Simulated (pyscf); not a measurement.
A first-order saddle from PySCF, ωB97X-D3(BJ)/def2-SVP:

```
Si
O 1 1.6610
H 2 0.9658 1 111.18
H 1 1.4787 2 123.77 3 -68.75
H 1 1.4973 4 105.82 2 111.96
O 1 1.8548 4 110.41 5 99.40
H 6 0.9665 1 117.48 4 -158.05
H 6 1.1025 7 119.02 1 98.23
F 8 1.2738 6 132.92 7 -126.82
```
Charge 0, spin multiplicity 1.

Surface: singlet, charge 0. Lowest wavenumbers (cm⁻¹): 574i, 151, 326, 447, 533.

Question: What reaction is this the transition state of?

Answer: HO–SiH₂–OH + HF <-> H₂O + HO–SiH₂–F, a four-centre exchange read from left to right: O–Si, F–H broken and H–O, F–Si formed. At CCSD(T)/def2-TZVPP + ΔMP2(QZVPP) it lies +16.1 kcal/mol from the left side and +26.2 kcal/mol from the right (each side as separated species at their lowest minima found). On the reactant side the descent ends in a bound adduct, 9.5 kcal/mol under the separated species and 22.5 kcal/mol under the saddle at ωB97X-D3(BJ)/def2-TZVP. On the product side the descent ends in a complex (not fully relaxed), 4.2 kcal/mol under the separated species and 27.2 kcal/mol under the saddle at ωB97X-D3(BJ)/def2-TZVP. At ωB97X-D3(BJ)/def2-TZVP the barrier from the zero used here is 13.0 kcal/mol. This is the saddle that the search found; another between the same sides may lie lower. The CCSD(T) − MP2 part came from Ansatz, without density fitting, on the same reference.
